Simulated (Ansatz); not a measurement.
We consider hcp Sc, described by r²SCAN-D4 in Ansatz (PAW).

Run with plane-wave cutoff 560 eV, 18×18×10 k mesh (along the axes of the cell as run), Fermi–Dirac smearing 0.05 eV, scalar-relativistic PAW data made under PBE.

Results at a series of volumes:

```
V (Å³/atom)  E − E_lowest (meV/atom)
-----------  -----------------------
23.691                          7.26
24.185                          1.76
24.678                          0.00
25.172                          1.67
25.666                          6.50
```

Question: Fit the third-order Birch–Murnaghan equation and give B0 and B′.

Answer: V0 = 24.678 Å³/atom, B0 = 55.7 GPa, B′ = 3.2 (fit to the energies at full precision).

Shape and atoms are relaxed at each volume.

Measured, for comparison: bulk modulus 55.6 GPa (zero-point energy and finite temperature contributions removed, our sources range from 44.5 to 55.6; as tabulated in doi:10.1021/acs.jctc.3c00612). Computed (rounded) less measured: bulk modulus not scored (sources differ).

Note: the bulk modulus comes from volumes at which shape and atoms were relaxed.

Computed values are for the static lattice.

The result took very roughly 8 core-minutes.

Ansatz is a program for electronic structure.
